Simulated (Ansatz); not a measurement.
**The nitrogen atom (quartet): wave-function methods side by side, cc-pVTZ**

How much of the correlation energy of the nitrogen atom (quartet) does each wave-function method recover here?

Computed with Ansatz 0.2.0, Gaussian basis. Level: cc-pVTZ, core rule «outside noble gas», up to 1 orbitals frozen.

To be run: UHF; CCSD(T) on ROHF; CCSD(T) on UHF; BCCD(T) on ROHF; CISD; CCSDT(Q) on ROHF; CCSDT(Q) on UHF; CISDTQ; CASSCF and MRCISD+Q, 5 electrons in 4 orbitals; CASSCF and MRCISD+Q(relaxed), 5 electrons in 4 orbitals; CASSCF and NEVPT4(SD), 5 electrons in 4 orbitals; CASSCF and NEVPT2, 5 electrons in 4 orbitals.

### 1 The atom

A free atom, in its lowest state of this spin that the program finds.

1 atom, charge 0, spin multiplicity 4.

### 2 UHF

in.yaml reads:

```yaml
crystal:
  periodic: [false, false, false]
  atoms:
    - {symbol: N, position_ang: [0.000000, 0.000000, 0.000000]}
basis:
  gaussian: {orbitals: cc-pVTZ}
magnetization: {spin_polarized: true, initial_magnetization: 3}
hamiltonian: {xc: hf}
output: {orbitals: {seedname: orbitals}}
```

Launch:

```bash
$ ansatz run in.yaml --threads 1 --pin off --events-out ev --progress --plain --max-ram 2393MiB
```

Further steps of the session: CCSD(T) on ROHF; CCSD(T) on UHF; BCCD(T) on ROHF; CISD; CCSDT(Q) on ROHF; CCSDT(Q) on UHF; CISDTQ; CASSCF and MRCISD+Q, 5 electrons in 4 orbitals; CASSCF and MRCISD+Q(relaxed), 5 electrons in 4 orbitals; CASSCF and NEVPT4(SD), 5 electrons in 4 orbitals; CASSCF and NEVPT2, 5 electrons in 4 orbitals.

Q: Predict the results of all the runs planned. Wanted: UCCSDT(Q) below the RHF energy; RMP2 from UCCSDT(Q); UMP2 from UCCSDT(Q); RCCSD from UCCSDT(Q); RCCSD(T) from UCCSDT(Q); UCCSD(T) from UCCSDT(Q); RCCSDT(Q) from UCCSDT(Q); NEVPT2 valence from UCCSDT(Q); NEVPT4(SD) valence from UCCSDT(Q).

As calculated:

```
                         quantity                                                                                                                            value
   UCCSDT(Q) below the RHF energy                                                                                                                       -3.2030 eV
              RMP2 from UCCSDT(Q)                                                                                                                       +512.6 meV
              UMP2 from UCCSDT(Q)                                                                                                                       +502.0 meV
             RCCSD from UCCSDT(Q)                                                                                                                        +76.4 meV
          RCCSD(T) from UCCSDT(Q)                                                                                                                        +13.4 meV
          UCCSD(T) from UCCSDT(Q)                                                                                                                         +9.8 meV
         RCCSDT(Q) from UCCSDT(Q)                                                                                                                         +3.5 meV
    NEVPT2 valence from UCCSDT(Q)                                                                                                                       +566.5 meV
NEVPT4(SD) valence from UCCSDT(Q)                                                                                                                        +31.4 meV
  MRCISD+Q valence from UCCSDT(Q)                                                                                                                         -3.3 meV
levels within 1 kcal/mol (43 meV)  RCCSD(T), UCCSD(T), BCCD(T), RCCSDT, UCCSDT, CISDTQ, RCCSDT(Q), NEVPT4(SD) valence, MRCISD+Q valence, MRCISD+Q(relaxed) valence
                    T1 diagnostic                                                                                                                            0.013
   effectively unpaired electrons                                                                                                                             3.00
```

In words: RCCSD(T) lands +13.4 meV from the yardstick (0.4 % of the correlation energy). One determinant dominates. Of the multireference levels listed MRCISD+Q valence comes nearest in total energy (-3.3 meV), which doesn't show that its space is the better one. These misses are within one basis, not against nature; the frozen cores of restricted and unrestricted runs differ, which can shift their rows.
